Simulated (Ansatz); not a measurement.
**NH (triplet): wave-function methods side by side at distance N1–H2 = 2.797 Å, aug-cc-pVDZ**

How much of the correlation energy of NH (triplet) does each wave-function method recover here?

The runs use Ansatz 0.2.0, Gaussian basis; aug-cc-pVDZ, core rule «outside noble gas», up to 1 orbitals frozen.

To be run: UHF; CCSD(T) on ROHF; CCSD(T) on UHF; BCCD(T) on ROHF; CISD; CCSDT(Q) on ROHF; CCSDT(Q) on UHF; CASSCF and MRCISD+Q, 4 electrons in 4 orbitals; CASSCF and NEVPT2, 4 electrons in 4 orbitals; CASSCF and MRCISD+Q, 6 electrons in 5 orbitals; CASSCF and NEVPT4(SD), 6 electrons in 5 orbitals; CASSCF and NEVPT2, 6 electrons in 5 orbitals; Full CI.

16 further runs of the same task are left out: 1 for a known fault of the program, 12 that didn't finish, 3 set aside as unsound or not needed.

**1. The system**

The geometry derives from a PBE0/def2-TZVP stationary point (not a proven minimum). One bond is set to the value named and the two fragments are kept rigid.

2 atoms, charge 0, spin multiplicity 3.

Atoms are counted from 1 here; the program's logs count them from 0.

No contacts short enough for the rule that draws bonds.

Geometry (Å):

```xyz
2

N     0.0000    0.0000    0.0000
H     0.0000    0.0000    2.7970
```

**2. UHF**

in.yaml

```yaml
crystal:
  periodic: [false, false, false]
  atoms:
    - {symbol: N, position_ang: [0.000000, 0.000000, 0.000000]}
    - {symbol: H, position_ang: [0.000000, 0.000000, 2.797000]}
basis:
  gaussian: {orbitals: aug-cc-pVDZ}
magnetization: {spin_polarized: true, initial_magnetization: 2}
hamiltonian: {xc: hf}
output: {orbitals: {seedname: orbitals}}
```

Started as:

```
$ ansatz run in.yaml --threads 1 --pin off --events-out ev --progress --plain --max-ram 2393MiB
```

After this run come: CCSD(T) on ROHF; CCSD(T) on UHF; BCCD(T) on ROHF; CISD; CCSDT(Q) on ROHF; CCSDT(Q) on UHF; CASSCF and MRCISD+Q, 4 electrons in 4 orbitals; CASSCF and NEVPT2, 4 electrons in 4 orbitals; CASSCF and MRCISD+Q, 6 electrons in 5 orbitals; CASSCF and NEVPT4(SD), 6 electrons in 5 orbitals; CASSCF and NEVPT2, 6 electrons in 5 orbitals; Full CI.

Q: Predict the results of all the runs planned. Wanted: FCI below the RHF energy; RMP2 from FCI; UMP2 from FCI; RCCSD from FCI; RCCSD(T) from FCI; UCCSD(T) from FCI; RCCSDT(Q) from FCI; UCCSDT(Q) from FCI; NEVPT2 pair from FCI.

The runs gave:

```
                         quantity                                                                                                                   value
         FCI below the RHF energy                                                                                                              -6.4248 eV
                    RMP2 from FCI                                                                                                             +2932.1 meV
                    UMP2 from FCI                                                                                                              +544.1 meV
                   RCCSD from FCI                                                                                                              +111.8 meV
                RCCSD(T) from FCI                                                                                                               +27.2 meV
                UCCSD(T) from FCI                                                                                                               +23.1 meV
               RCCSDT(Q) from FCI                                                                                                               -13.4 meV
               UCCSDT(Q) from FCI                                                                                                                -0.2 meV
             NEVPT2 pair from FCI                                                                                                              +518.0 meV
           MRCISD+Q pair from FCI                                                                                                               -28.4 meV
          NEVPT2 valence from FCI                                                                                                              +568.7 meV
levels within 1 kcal/mol (43 meV)  RCCSD(T), UCCSD(T), BCCD(T), RCCSDT, UCCSDT, RCCSDT(Q), UCCSDT(Q), MRCISD+Q pair, NEVPT4(SD) valence, MRCISD+Q valence
                    T1 diagnostic                                                                                                                   0.348
   effectively unpaired electrons                                                                                                                    3.90
```

In words: RCCSD(T) lands +27.2 meV from the yardstick (0.4 % of the correlation energy). RCCSDT(Q), MRCISD+Q pair, MRCISD+Q valence fall below full CI, which methods that aren't variational can do. With 3.9 effectively unpaired electrons against 2 the state is strongly multireference. Coupled cluster on one determinant still stays close here. Of the multireference levels listed NEVPT4(SD) valence comes nearest in total energy (+14.9 meV), which doesn't show that its space is the better one. Coupled cluster took another determinant than the lowest Hartree-Fock one. These misses are within one basis, not against nature; the frozen cores of restricted and unrestricted runs differ, which can shift their rows.
